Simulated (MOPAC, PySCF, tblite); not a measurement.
Scan of F4Si, singlet: flattening of a tetrahedron along the D2d path, bond length relaxed. Scanned: the two opposite F-Si-F angles (109.47 = tetrahedral, 180 = square planar). Other coordinates (Si-F bond length) were minimised at PBE0/def2-TZVP.

Levels of theory: PM3, restricted, heats of formation (MOPAC); GFN2-xTB, 300 K electronic temperature (tblite); RMP2/3-21G = PySCF with restricted MP2 (frozen core)/3-21G.

Energies in kJ/mol, each method relative to its own lowest point.

```json
[
 {"a / °": "90", "PM3": "46.1", "GFN2-xTB": "(withheld)", "RMP2/3-21G": "82.3"},
 {"a / °": "95", "PM3": "(withheld)", "GFN2-xTB": "20.0", "RMP2/3-21G": "43.1"},
 {"a / °": "100", "PM3": "10.8", "GFN2-xTB": "7.7", "RMP2/3-21G": "17.6"},
 {"a / °": "105", "PM3": "2.4", "GFN2-xTB": "1.6", "RMP2/3-21G": "3.7"},
 {"a / °": "109.47", "PM3": "0.0", "GFN2-xTB": "0.0", "RMP2/3-21G": "0.0"},
 {"a / °": "115", "PM3": "3.7", "GFN2-xTB": "2.1", "RMP2/3-21G": "5.3"},
 {"a / °": "120", "PM3": "13.1", "GFN2-xTB": "7.0", "RMP2/3-21G": "18.4"},
 {"a / °": "130", "PM3": "45.8", "GFN2-xTB": "(withheld)", "RMP2/3-21G": "62.0"},
 {"a / °": "140", "PM3": "90.5", "GFN2-xTB": "(withheld)", "RMP2/3-21G": "119.6"},
 {"a / °": "150", "PM3": "139.4", "GFN2-xTB": "73.0", "RMP2/3-21G": "179.9"},
 {"a / °": "160", "PM3": "184.7", "GFN2-xTB": "97.2", "RMP2/3-21G": "232.1"},
 {"a / °": "170", "PM3": "217.6", "GFN2-xTB": "114.5", "RMP2/3-21G": "267.2"},
 {"a / °": "180", "PM3": "(withheld)", "GFN2-xTB": "120.7", "RMP2/3-21G": "279.7"}
]
```

Question: Fill in the missing entries.

Answer: 
- 90, GFN2-xTB: 40.8
- 95, PM3: 25.1
- 130, GFN2-xTB: 23.7
- 140, GFN2-xTB: 47.0
- 180, PM3: 229.7
